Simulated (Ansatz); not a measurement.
**How far each method lies from full CI for P, quartet**

A free P atom.

Basis cc-pV(T+d)Z; Ansatz 0.2.0. Correlated methods freeze the noble-gas cores, which leaves 5 electrons in 34 orbitals. R marks a restricted (for open shells ROHF) determinant, U an unrestricted one.

Full CI is exact within this basis and frozen core; it isn't the basis-set limit. The frozen core follows each run's orbitals, which can shift R against U totals by a few meV.

For open shells CISD is restricted-active-space CI with the open shells as a complete middle space.

The UHF ⟨S²⟩ is 3.750, the T1 diagnostic (RCCSD) is 0.0058 and the largest doubles amplitude (RCCSD) is 0.063. The T1 diagnostic (UCCSD) is 0.0047.

From what is known of these methods and the diagnostics, rank them by the size of their error in total energy against full CI in cc-pV(T+d)Z, smallest first (an estimate: the text doesn't fix the numbers).
A. UMP2
B. CISD
C. RHF
D. UCCSDT(Q)
E. BCCD(T)

D (0.1 kJ/mol), E (2.4 kJ/mol), B (10.8 kJ/mol), A (59.6 kJ/mol), C (279.5 kJ/mol).

All errors are against full CI in cc-pV(T+d)Z. Below it: UCCSDT(Q). Within each family the higher level lies nearer, as is usual though not guaranteed.

Natural occupations of full CI about the gap: 1.933 0.988 0.988 0.988 0.015 0.015 0.015 0.015 0.015 0.005; effectively unpaired electrons, Σ n²(2−n)², 3.02.
